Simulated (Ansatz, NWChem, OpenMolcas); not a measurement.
## How methods differ on LiH (SMILES [LiH])

LiH: 2 atoms, total charge 0, spin state singlet. SMILES: `[LiH]`. Geometry: the measured bond length.

```csv
atom,x (Å),y (Å),z (Å)
Li,0.0000,0.0000,0.0000
H,0.0000,0.0000,1.5957
```

Each level gives the energy change with the Li1–H2 bond stretched from 1.596 to 2.872 Å (eV). The values are calculated.

| level | kind | program | value (eV) | less FCI/cc-pVTZ | CPU time (all runs) |
| --- | --- | --- | --- | --- | --- |
| HF/cc-pVTZ (restricted) | Hartree–Fock | NWChem | 1.72 | +0.18 | 3.8 s |
| revPBE/cc-pVTZ (restricted) | GGA | Ansatz | 1.46 | -0.08 | 1.4 s |
| TPSS/cc-pVTZ (restricted) | meta-GGA | OpenMolcas | 1.58 | +0.04 | 9.5 s |
| r2SCAN/cc-pVTZ (restricted) | meta-GGA | OpenMolcas | 1.56 | +0.02 | 9.5 s |
| PBE0/cc-pVTZ (restricted) | global hybrid | OpenMolcas | 1.61 | +0.07 | 7.2 s |
| CAM-B3LYP/cc-pVTZ (restricted) | range-separated hybrid | NWChem | 1.71 | +0.17 | 11 s |
| PBE-QIDH/cc-pVTZ (restricted) | double hybrid | Ansatz | 1.70 | +0.16 | 1.7 s |
| MP3/cc-pVTZ (restricted) | perturbation theory | NWChem | 1.67 | +0.13 | 5.7 s |
| SC-NEVPT2(2,5)/cc-pVTZ | multireference | OpenMolcas | 1.54 | 0.00 | 2.9 s |
| FCI/cc-pVTZ | exact in the basis | Ansatz | 1.54 | 0.00 | 2.4 s |

FCI/cc-pVTZ is exact within its basis and frozen core, so for wave-function methods in that basis the difference is their error; functionals converge differently with the basis, so for them it is only a difference. The first shape isn't each level's own minimum. The values span 1.46 to 1.72 eV. Times are those of the runs behind each value, whatever else they computed, on shared processors of several kinds: orders of magnitude only.
